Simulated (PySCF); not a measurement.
## Bond length, frequency and bond energy of NaLi by level of theory

State: ¹Σ⁺ (singlet), closed shell. Set-up: PySCF, no relativity, basis sets Na 6-31G(d,p), Li 6-31G(d,p). De refers to Na + Li in their ground configurations, without counterpoise correction. A positive dipole means Na(−)Li(+).

| Level | Re (Å) | ωe (cm⁻¹) | De (eV) | μ (D) | CPU s a point (SCF and correlation, without the integrals) |
| --- | --- | --- | --- | --- | --- |
| RHF-MP2 | 2.967 | 255 | 0.54 | n/a | 0.031 |
| RHF-SCS-MP2 | 2.964 | 255 | 0.63 | n/a | n/a |
| RHF-CCSD | 2.944 | 252 | 0.80 | n/a | n/a |
| RHF-CCSD(T) | 2.944 | 252 | 0.80 | n/a | 0.32 |
| PBE | 2.916 | 247 | 0.81 | -0.10 | 0.28 |
| PW91 | 2.915 | 247 | 0.85 | -0.13 | 0.22 |
| r²SCAN | 2.960 | 247 | 0.68 | -0.23 | 0.38 |
| PBE0 | 2.922 | 253 | 0.75 | -0.27 | 0.55 |
| M06-2X | 2.841 | 247 | 0.93 | 0.19 | 0.35 |
| B2PLYP | 2.909 | 254 | 0.77 | -0.19 | 0.2 |

(1) Which functional lies closest to RHF-CCSD(T) in De, which farthest, and by how much do they differ from it?

(2) What does the step from GGA to meta-GGA do here, going from PBE to r²SCAN?

(3) What does the triples do here, going from RHF-CCSD to RHF-CCSD(T)?

Correlated steps freeze 1 core orbital. Closed-shell solutions of metal pairs were not tested for spin polarisation, which can lower them a little. Correlated levels converge slowly with the basis: in double zeta they bind strong bonds too weakly, by up to about 1 eV, and carry superposition errors of some tenths. Where the molecule has an RHF reference, its open-shell atoms are computed with UHF. B2PLYP dipoles, levels and charges come from its SCF part alone.

The whole job (state search and all levels along the bond) took about 0.65 min on 1 thread of Intel Xeon Platinum 8375C @ 2.90GHz (shared host), peak memory 0.37 GiB.

Answers

(1) Closest is PBE (-2.8 pm in Re, -2.0 % in ωe, +0.01 eV in De against RHF-CCSD(T) in the same basis), farthest M06-2X (-10.3 pm in Re, -2.0 % in ωe, +0.13 eV in De). CCSD(T) converges more slowly with the basis than the functionals do and binds too weakly in this one, so the order can change at the basis-set limit.

(2) r²SCAN less PBE: +4.4 pm in Re, +0.0 % in ωe, -0.13 eV in De. 

(3) RHF-CCSD(T) less RHF-CCSD: +0.0 pm in Re, +0.0 % in ωe, +0.00 eV in De. The bond length hardly moves.
